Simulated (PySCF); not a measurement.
Level of theory and proton affinities: 2-butanone

Structure: `CCC(C)=O` (C4H8O). Coordinates in Å; atoms count from 1 in this order:
```
C    -1.8465   -0.1395    0.7484
C    -0.4099   -0.5464    0.4919
C     0.4787    0.6064    0.0701
C     1.8889    0.2547   -0.3393
O     0.0778    1.7453    0.0563
H    -2.4483   -0.9967    1.0832
H    -1.8980    0.6453    1.5161
H    -2.3069    0.2724   -0.1614
H    -0.3367   -1.3358   -0.2773
H     0.0488   -0.9924    1.3937
H     2.3626   -0.4196    0.3904
H     1.8685   -0.2790   -1.3036
H     2.4820    1.1710   -0.4503
```

All levels share the PBE0-D3(BJ)/def2-SVP structures and the GFN2-xTB thermal terms; only the single-point energies (PySCF) change. Values are proton affinities (298 K, kJ/mol).

Measured (NIST Chemistry WebBook): proton affinity (−ΔH) 827 kJ/mol.

```
                         level   O5   time
           PBE0-D3(BJ)/6-31+G*  831  6.2 s
           PBE0-D3(BJ)/pcseg-1  834  6.2 s
             PBE0-D3(BJ)/6-31G  836  3.3 s
    CAM-B3LYP-D3(BJ)/def2-TZVP  838   20 s
       PBE0-D3(BJ)/ma-def2-SVP  842  8.1 s
      PBE0-D3(BJ)/ma-def2-TZVP  850   18 s
         PBE0-D3(BJ)/def2-TZVP  851      –
TPSS-D3(BJ)/def2-TZVP (grid 3)  852   59 s
               B97-2/def2-TZVP  856   17 s
                  HF/def2-TZVP  857  5.2 s
                OPBE/def2-TZVP  867   39 s
```

Times are wall times for all single points of a level on 1 thread of Arm Neoverse V1, a shared host; the dash marks the run that also made the structures. OPBE, TPSS ran on a slower path of this set-up, which computes the density-fitting integrals anew in every SCF cycle while the other levels store them. So the times needn't show the usual order of cost, and those levels read slower than they are.

Hartree-Fock leaves out electron correlation, so its proton affinities can be off by tens of kJ/mol.

The spread: 36 kJ/mol, from 831 to 867.
